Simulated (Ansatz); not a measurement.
## Other spins and charges of F–Ge–PH, quartet at one geometry

Geometry (PBE0/def2-TZVP stationary point for this spin, not checked as a minimum):

```xyz
4

F     0.0227    1.0801    1.4120
Ge    0.0114   -0.3995    0.4567
P    -0.0836    0.2677   -1.8673
H     1.3157    0.2082   -2.1496
```

Basis cc-pVDZ; Ansatz 0.2.0. Correlated methods freeze the noble-gas cores and the filled d shells of p-block atoms. Prefix R: restricted or restricted open-shell reference; prefix U: unrestricted. No spin–orbit coupling is included, and no scalar relativity.

Gaps are energies of the second state less the first, at fixed atoms, for a selection of the levels run; each method lands on the state that its own search finds for that charge and spin.

Unrestricted rows (U, and Kohn–Sham where it breaks symmetry) aren't spin-pure: their determinants' ⟨S²⟩ exceeds S(S+1) by up to 0.11, so they mix in states of higher spin. A value is left out where its run failed or describes another state than the reference as far as symmetry and spin tell, or, spin-broken singlets apart, can't be checked.

Q: PBE gives 6.870 eV for removing an electron, to the triplet. Estimate what UCCSDT(Q) gives in cc-pVDZ.

A: UCCSDT(Q) in cc-pVDZ gives 6.785 eV, so against it PBE is off by 0.085 eV, of which a good part can be the reference's own basis and frozen-core error.

| level | gap (eV) | error (meV) |
| --- | --- | --- |
| UHF | 6.776 | -9 |
| UMP2 | 6.807 | 22 |
| UCCSD | 6.826 | 41 |
| UCCSD(T) | 6.792 | 7 |
| BCCD(T) | 6.784 | -1 |
| UCCSDT | 6.790 | 5 |
| r2SCAN | 7.140 | 355 |
| PBE0 | 7.071 | 286 |
| B3LYP | 6.950 | 165 |
| wB97M-V | 6.918 | 133 |
| B2PLYP | 6.837 | 52 |
| RPA-PBE | 6.843 | 58 |

Removing an electron, to the quintet: 10.675 eV at UCCSDT(Q).

```json
{"level": "UHF", "gap (eV)": "9.865", "error (meV)": "-810"}
{"level": "UMP2", "gap (eV)": "10.548", "error (meV)": "-127"}
{"level": "UCCSD", "gap (eV)": "10.677", "error (meV)": "2"}
{"level": "UCCSD(T)", "gap (eV)": "10.682", "error (meV)": "7"}
{"level": "BCCD(T)", "gap (eV)": "10.689", "error (meV)": "14"}
{"level": "UCCSDT", "gap (eV)": "10.677", "error (meV)": "2"}
{"level": "PBE", "gap (eV)": "10.944", "error (meV)": "269"}
{"level": "r2SCAN", "gap (eV)": "10.957", "error (meV)": "282"}
{"level": "PBE0", "gap (eV)": "11.028", "error (meV)": "353"}
{"level": "B3LYP", "gap (eV)": "11.162", "error (meV)": "487"}
{"level": "wB97M-V", "gap (eV)": "11.102", "error (meV)": "427"}
{"level": "B2PLYP", "gap (eV)": "10.951", "error (meV)": "276"}
{"level": "RPA-PBE", "gap (eV)": "10.811", "error (meV)": "136"}
```

Doublet less quartet: -1.498 eV at UCCSDT(Q).

| level | gap (eV) | error (meV) | ⟨S²⟩ where 0.1 over S(S+1) (first / second) |
| --- | --- | --- | --- |
| UHF | -0.974 | 524 | – / 0.86 |
| UMP2 | -1.423 | 75 | – / – |
| UCCSD | -1.469 | 29 | – / – |
| UCCSD(T) | -1.495 | 3 | – / – |
| UCCSDT | -1.494 | 4 | – / – |
| PBE | -1.599 | -101 | – / – |
| PBE0 | -1.519 | -21 | – / – |
| B3LYP | -1.648 | -150 | – / – |
| wB97M-V | -1.652 | -154 | – / – |
| RPA-PBE | -1.572 | -74 | – / – |

In so small a basis the reference is far from its limit while semilocal and hybrid functionals are nearer theirs (RPA and double hybrids share part of the reference's basis error), so the functionals' errors here hold much of the reference's basis and frozen-core error, which can add to them or hide them.

Full CI isn't at hand for all of this; UCCSDT(Q) serves as the reference, and is uncertain by the last step of the cluster series or more. The frozen core follows each run's orbitals, which can shift R against U totals by a few meV for light atoms and by up to 0.1 eV past Ca.
